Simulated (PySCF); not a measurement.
How long do these jobs take?

Single jobs in PySCF with density fitting, those on clusters of several parts including the runs of the parts alone, on shared hosts, each launched as `OMP_NUM_THREADS=1 python cluster_run.py task.json out`; times are rough.

```
system (of a reaction: its main species)  parts or species                                                                                  job  basis functions        threads × CPU  wall time  peak memory (GiB)
                             Si3GeH12N3F                 1                                                      core levels, SCAN, 5 core holes              239  1 × Arm Neoverse N1    3.1 min                1.1
                     Li+ and 4 × ammonia                 5       interaction energy with counterpoise and decomposition, wB97M-D3(BJ)/def2-SVPD              188  1 × Arm Neoverse N1    2.3 min               0.81
                                C2H4ClFO                 1                                                      core levels, SCAN, 3 core holes              125  1 × Arm Neoverse N1       24 s                0.4
                      Mg2+ and 3 × water                 4                           NMR shieldings, PBE0/pcSseg-2, charges and field gradients              220  1 × Arm Neoverse N1       33 s               0.85
                sulfur dioxide and water                 2  CCSD(T) and MP2 interaction energies, CCSD(T) in aug-cc-pVDZ, MP2 up to aug-cc-pVQZ              416  1 × Arm Neoverse N1    6.1 min                1.9
```

```csv
system (of a reaction: its main species),parts or species,job,basis functions,threads × CPU
SiGeH7O(+),4,"reaction energy, PBE0-D3(BJ)/def2-TZVPD",200,1 × Arm Neoverse N1
alane and hydrogen cyanide,2,"interaction energy with counterpoise and decomposition, PBE0-D3(BJ)/def2-TZVPD",153,1 × Arm Neoverse N1
C2H5Cl2Si,1,"EPR g and hyperfine tensors, B3LYP/pcH-1 on C Cl H Si, grids of densities and orbitals",205,1 × Arm Neoverse N1
```

**Question.** Estimate wall time and peak memory of the jobs in the second table.

**Answer.** SiGeH7O(+), reaction energy: 29 s, 0.62 GiB; alane and hydrogen cyanide, interaction energy with counterpoise and decomposition: 13 s, 0.73 GiB; C2H5Cl2Si, EPR g and hyperfine tensors: 70 s, 0.69 GiB.
